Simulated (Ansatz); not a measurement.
`C=CC(F)Cl` → `C=CCl` + `[CH]F` at 500 K and 1 bar (formal loss of a carbene).

Gas-phase electronic energies from Ansatz, PBE0-D4/def2-TZVP geometries. CCSD(T)/CBS is the MP2 limit (def2-TZVPP, def2-QZVPP) plus CCSD(T) − MP2 in def2-TZVPP, frozen cores. This one scheme is used for every species. One conformer a species, not always the lowest.

```
    species  CCSD(T)/CBS energy (Eh)  H − E (kJ/mol)  S (J/(mol·K))
`C=CC(F)Cl`               -676.10309           205.1          364.3
    `C=CCl`               -537.65823           136.9          295.8
    `[CH]F`               -138.29972            50.0          241.9
```

H − E and S are ideal-gas, rigid-rotor, harmonic terms from PBE0-D4/def2-TZVP, for one conformer and one mirror image of each species. 1 Eh = 2625.50 kJ/mol, R = 8.31446 J/(mol·K).

Task: By hand: ΔE, ΔH, ΔS and ΔG.

Result: ΔE = (-537.65823) + (-138.29972) − (-676.10309) = 0.14514 Eh = 381.1 kJ/mol. Δ(H − E) = 136.9 + 50.0 − 205.1 = -18.2, so ΔH = 362.9 kJ/mol. ΔS = 295.8 + 241.9 − 364.3 = 173.4 J/(mol·K). ΔG = 362.9 − 500 × (173.4)/1000 = 276.2 kJ/mol.

Task: By hand: the equilibrium constant, and the temperature at which ΔG would vanish if ΔH and ΔS stayed fixed.

Result: log₁₀ K = −ΔG/(RT ln 10) = -28.9. ΔG = 0 at ΔH/ΔS = 2093 K.

The number of gas molecules changes by +1, which sets the sign of ΔS. A doubt of 5 kJ/mol in ΔE shifts log₁₀ K by 0.5 here. Other conformers and mirror images would add mixing entropy, several J/(mol·K) or more a flexible species. These are equilibria of isolated gas molecules and say nothing of rates. Largest T1 diagnostic: 0.018 (customary marks: 0.02 for closed shells, 0.045 for open ones).
